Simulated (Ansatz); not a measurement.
# One arrangement of a pair

The pair of H$_{2}$S (SMILES S, atoms 1–3) and CH$_{2}$O (SMILES C=O, atoms 4–7), both closed shells, in one local arrangement (a lower one may exist), relaxed at PBE0-D4/def2-TZVP:

```xyz
7
angstrom
S -0.5016 0.8023 -2.0386
H -0.2226 -0.3792 -2.6089
H 0.4591 0.6464 -1.1061
C 0.0576 -0.2701 1.4423
O 1.0925 0.0528 0.9310
H 0.0145 -0.6152 2.4930
H -0.8996 -0.2370 0.8874
```

Ansatz 0.2.0; basis: def2-TZVPPD, with def2-QZVPPD for the basis limit; cores frozen in the correlated methods. B3LYP uses VWN-RPA correlation. Extrapolation: Hartree–Fock as exp(−7.88 √X), correlation as X^−2.97. Interaction energies count from these two fragments, frozen as in the pair, with the counterpoise correction; negative means bound.

(1) What is the interaction energy by CCSD(T) at an estimated basis limit (MP2 extrapolated from triple and quadruple zeta, plus CCSD(T) − MP2 in triple zeta)? (Judge from chemistry; the value comes from the calculation.)

(2) Which atoms make the shortest contact between the fragments?

T1 diagnostic: at most 0.016.

Results:

(1) By the calculation: -12.4 kJ/mol. Hartree–Fock alone gives -3.1 kJ/mol at the basis limit. It counts from the two fragments frozen as in the pair.

The same quantity by other methods in triple zeta, and each one's difference from that estimate:
```tsv
method	E_int (kJ/mol)	difference
PBE-D4	-14.3	-1.8
revPBE-D4	-12.0	0.5
BLYP-D4	-12.1	0.3
r2SCAN-D4	-13.1	-0.7
B97M-V	-12.8	-0.3
PBE0-D4	-13.7	-1.2
B3LYP-D4	-12.7	-0.3
HSE06-D4	-13.6	-1.2
wB97X-V	-12.4	0.0
wB97M-V	-12.1	0.3
B2PLYP	-9.1	3.3
HF	-3.1	9.3
MP2	-11.5	1.0
CCSD	-9.1	3.4
CCSD(T)	-10.5	1.9
```
Differences are method less estimate.

(2) H3 and O5, 2.21 Å apart.

Basis-set superposition shift (counterpoise-corrected less uncorrected): CCSD(T) 2.0; MP2 1.9; HF 0.2; PBE0-D4 0.2; wB97M-V 0.3 kJ/mol.

For scale, one of the runs: CCSD(T)/def2-TZVPPD, 196 basis functions, launched by `ansatz run in.yaml --threads 2 --pin off --events-out ev --progress --plain --max-ram 5222MiB`. Hardware: 2 CPU threads, shared host. Wall time 19 s; peak host memory 2.4 GiB.
